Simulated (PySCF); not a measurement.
C₃H₉O (charge +1).
SMILES: `C[O+](C)C`

The calculation used PySCF, TDDFT CAM-B3LYP/def2-SVPD, vertical, gas phase, core orbitals frozen in the response. Isolated species at its GFN2-xTB geometry, gas phase.

**Question.** Predict the UV-vis stick spectrum at this level.

**Answer.** 

| state | E (eV) | E (hartree) | f | symmetry | main configurations (H = HOMO, L = LUMO) |
| --- | --- | --- | --- | --- | --- |
| S1 | 9.48 | 0.3484 | 0.0088 | A1 | H→L (85%), H→L+1 (12%) |
| S2 | 10.59 | 0.3893 | 0.0000 | – | H-1→L (84%), H-1→L+1 (10%) |
| S3 | 10.84 | 0.3983 | 0.100 | A1 | H→L+1 (83%), H→L (13%) |
| S4 | 11.03 | 0.4055 | 0.0033 | E | H-3/H-2→L (≥65%), H-3/H-2→L+1 (≥11%), H→L+5 (9%) |
| S5 | 11.03 | 0.4055 | 0.0033 | E | H-3/H-2→L (≥65%), H-3/H-2→L+1 (≥11%), H→L+6 (9%) |
| S6 | 11.49 | 0.4222 | 0.0053 | E | H→L+2 (21%), H-4→L (16%), H→L+5 (15%) |
| S7 | 11.49 | 0.4222 | 0.0053 | E | H→L+3 (21%), H-5→L (16%), H→L+6 (15%) |

Triplets (Tamm–Dancoff): T1 8.86 eV, H→L (74%), H→L+1 (20%); T2 10.16 eV, H-1→L (74%), H-1→L+1 (14%); T3 10.41 eV, H→L+1 (67%), H→L (20%).

The lowest singlet lies at 9.48 eV (131 nm, vacuum ultraviolet) and is weak; its leading configuration is HOMO→LUMO (85%). The most intense listed level is S3 at 10.84 eV (114 nm, f = 0.100), 1.36 eV above S1. S4/S5 and S6/S7 lie within about 0.01 eV of each other in each set; the point group C3v has degenerate representations, and within a degenerate level the listed configurations can mix freely. Löwdin shares by element: HOMO oxygen 44%, carbon 28% (atoms not listed hold the other 28%); LUMO carbon 48%, oxygen 13% (atoms not listed hold the other 39%). Weighted by f, the mean energy of these states is 10.81 eV. Of the 7 states listed, 1 reaches f = 0.01 and 1 stays under 0.0005. The oscillator strengths of these states sum to 0.126; summed over the whole spectrum of an exact calculation they would give the number of electrons, 34 (Thomas–Reiche–Kuhn). Symmetry labels in C3v follow from the direction of the transition dipole and are given only for states with f of 0.002 or more. Orbitals of the list HOMO-3 to LUMO+2 that lie within 0.01 eV of each other are written together with a slash and their weights summed (≥ marks a lower bound); for degenerate orbitals outside that list single weights are arbitrary. Singlets were solved by full linear response, triplets in the Tamm–Dancoff approximation. The highest level found (11.69 eV, f 0.0008 so far) is left out, since the window may have cut off a degenerate partner.

Hardware: an Arm Neoverse V2 with one thread, no GPU, on a shared host. Cost: 14 s.
